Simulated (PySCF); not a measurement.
**Broadened absorption spectrum of C5H7Cl**

Compound: C5H7Cl.
SMILES with atom numbers: `[CH2:1]=[CH:2][C:3](=[CH2:4])[CH2:5][Cl:6]` (hydrogens: H7, H8 on C1; H9 on C2; H10, H11 on C4; H12, H13 on C5)

Geometry (PBE0-D3(BJ)/def2-SVP, Å), atoms numbered from 1 in this order:
```xyz
13
C5H7Cl angstrom
C      1.9793    0.2431    0.4947
C      0.9881   -0.6419    0.3303
C     -0.4318   -0.3264    0.1589
C     -1.3412   -1.3076    0.0273
C     -0.8653    1.1065    0.0950
Cl    -0.7289    1.9404    1.6833
H      1.7937    1.3185    0.5559
H      3.0143   -0.0888    0.6049
H      1.2300   -1.7104    0.3135
H     -2.4043   -1.0909   -0.1042
H     -1.0426   -2.3592    0.0480
H     -1.9150    1.1852   -0.2120
H     -0.2458    1.6794   -0.6093
```

Computed with PySCF, TDDFT wB97X-D/def2-SVPD, vertical, gas phase, core orbitals frozen in the response.

Broadening: Gaussians 0.5 eV wide at half height, area fixed by f = 4.319×10⁻⁹ ∫ε dν̃. The width is an assumption, not a result. The curve ends short of the highest state used, and states not computed would add to its high-energy end.

| λ (nm) | ε (L mol⁻¹ cm⁻¹) |
| --- | --- |
| 171.5 | 2170 |
| 172.9 | 1844 |
| 174.3 | 1650 |
| 175.7 | 1601 |
| 177.1 | 1698 |
| 178.5 | 1924 |
| 179.9 | 2249 |
| 181.3 | 2632 |
| 182.6 | 2995 |
| 184.0 | 3347 |
| 185.4 | 3619 |
| 186.8 | 3777 |
| 188.2 | 3806 |
| 189.6 | 3709 |
| 191.0 | 3509 |
| 192.4 | 3246 |
| 193.8 | 2978 |
| 195.2 | 2781 |
| 196.6 | 2741 |
| 198.0 | 2953 |
| 199.3 | 3458 |
| 200.7 | 4415 |
| 202.1 | 5860 |
| 203.5 | 7816 |
| 204.9 | 10251 |
| 206.3 | 13072 |
| 207.7 | 16124 |
| 209.1 | 19203 |
| 210.5 | 22074 |
| 211.9 | 24507 |
| 213.3 | 26302 |
| 214.7 | 27318 |
| 216.0 | 27506 |
| 217.4 | 26907 |
| 218.8 | 25558 |
| 220.2 | 23599 |
| 221.6 | 21205 |
| 223.0 | 18561 |
| 224.4 | 15843 |
| 225.8 | 13199 |
| 227.2 | 10743 |
| 228.6 | 8550 |
| 230.0 | 6660 |
| 231.4 | 5081 |
| 232.7 | 3883 |
| 234.1 | 2853 |
| 235.5 | 2058 |
| 236.9 | 1458 |
| 238.3 | 1016 |
| 239.7 | 696 |
| 241.1 | 470 |
| 242.5 | 312 |
| 243.9 | 204 |
| 245.3 | 132 |
| 246.7 | 84 |
| 248.1 | 53 |

**Question.** Locate the maxima and give the states behind the curve.

**Answer.** 216 nm (5.75 eV), ε about 28000, made up of S1 (100%); 188 nm (6.60 eV), ε about 3800, made up of S2 (37%), S3 (33%) and S4 (29%) (ε in L mol⁻¹ cm⁻¹; maxima over ε = 5, shares over 10%). At its high-energy end, 7.23 eV, the curve is still rising (ε about 2200, from S5, S6 and S7). The states used: S1 5.75 eV (f 0.510); S2 6.47 eV (f 0.031); S3 6.61 eV (f 0.024); S4 6.76 eV (f 0.027); S5 7.15 eV (f 0.0083); S6 7.36 eV (f 0.011); S7 7.49 eV (f 0.035); S8 7.61 eV (f 0.012); S9 7.80 eV (f 0.052); S10 7.83 eV (f 0.021).

**Question.** What would ε be at 5.75 eV, the highest of these maxima, with half the width (0.25 eV)?

**Answer.** About 55000 L mol⁻¹ cm⁻¹ against 27500, a factor of about 2.00; a lone state at its own centre would give exactly 2.

**Question.** On this curve, what absorbance would a 10⁻⁵ mol/L sample give at 222 nm over a 1 cm path?

**Answer.** 222 nm is 5.585 eV, where ε is about 20000 L mol⁻¹ cm⁻¹, so A = ε c l ≈ 0.2 (Beer–Lambert, with the gas-phase spectrum and the assumed width).

All these states lie below the vertical ionisation energy of 9.02 eV (ΔSCF).

The run took 46 s of wall time on one thread, Arm Neoverse V1 (aarch64), shared host, and the process peaked at 0.92 GiB of memory.

One conformer stands for the species.
